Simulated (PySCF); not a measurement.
Molfile (atoms numbered from 1):
```
C3H2ClNS
     RDKit          3D

  8  8  0  0  0  0  0  0  0  0999 V2000
    2.8221   -1.0130    0.6108 Cl  0  0  0  0  0  0  0  0  0  0  0  0
    1.2175   -0.4479    0.5003 C   0  0  0  0  0  0  0  0  0  0  0  0
    0.7938    0.8311    0.2478 C   0  0  0  0  0  0  0  0  0  0  0  0
   -0.5579    0.9911    0.2146 N   0  0  0  0  0  0  0  0  0  0  0  0
   -1.1708   -0.1293    0.4347 C   0  0  0  0  0  0  0  0  0  0  0  0
   -0.1417   -1.4965    0.7057 S   0  0  0  0  0  0  0  0  0  0  0  0
    1.4627    1.6763    0.0817 H   0  0  0  0  0  0  0  0  0  0  0  0
   -2.2570   -0.2448    0.4559 H   0  0  0  0  0  0  0  0  0  0  0  0
  1  2  1  0
  2  3  2  0
  3  4  1  0
  4  5  2  0
  5  6  1  0
  6  2  1  0
  3  7  1  0
  5  8  1  0
M  END
```

Geometry: PBE0-D3(BJ)/def2-SVP; GIAO shifts from PySCF 2.14, gas phase, non-relativistic, averaged over equivalent atoms.

At PBE0/pcSseg-1 (126 basis functions, 20 s wall time on 1 thread of an x86-64 server CPU, shared host):
```csv
atoms,δ (ppm)
Cl1,156.2
C5,155.1
C3,146.0
C2,141.9
N4,368.0
S6,290.6
H8,8.18
H7,7.74
```

Chemical shifts δ = σref − σ; ³⁵Cl (943.27 ppm) against HCl; TMS for ¹³C (184.41 ppm) and ¹H (31.27 ppm); NH3 for ¹⁵N (265.67 ppm); CS2 for ³³S (495.66 ppm), all at this level.

Task: Predict the values at wB97X-D/pcSseg-2 on the same geometry.

Result: 
| atoms | δ at wB97X-D/pcSseg-2 | change |
| --- | --- | --- |
| Cl1 | 154.3 | -1.9 |
| C5 | 164.2 | +9.1 |
| C3 | 152.4 | +6.4 |
| C2 | 148.8 | +6.9 |
| N4 | 371.6 | +3.6 |
| S6 | 316.8 | +26.2 |
| H8 | 8.52 | +0.34 |
| H7 | 7.84 | +0.10 |

References, each an isolated molecule treated in the same way: ³⁵Cl (σ = 935.79 ppm) against HCl; TMS for ¹³C (σ = 184.42 ppm), ¹H (σ = 31.36 ppm); ¹⁵N (σ = 260.06 ppm) vs NH3; ³³S (σ = 499.87 ppm) against CS2.

The largest change is at S6 (aromatic ring sulfur). Cost: 258 basis functions, 53 s wall time on 1 thread of an x86-64 server CPU, shared host. The order of the carbon signals is the same at both levels.

Carbons that carry Cl, above all several Cl atoms, come out too deshielded, partly because spin–orbit coupling is missing. Experimental scales use liquid or dissolved standards, which lie at an offset from isolated NH3 (liquid NH3: subtract about 20 ppm). Unscaled 15N shifts of sp2 nitrogen come out 20 to 40 ppm too high even then.
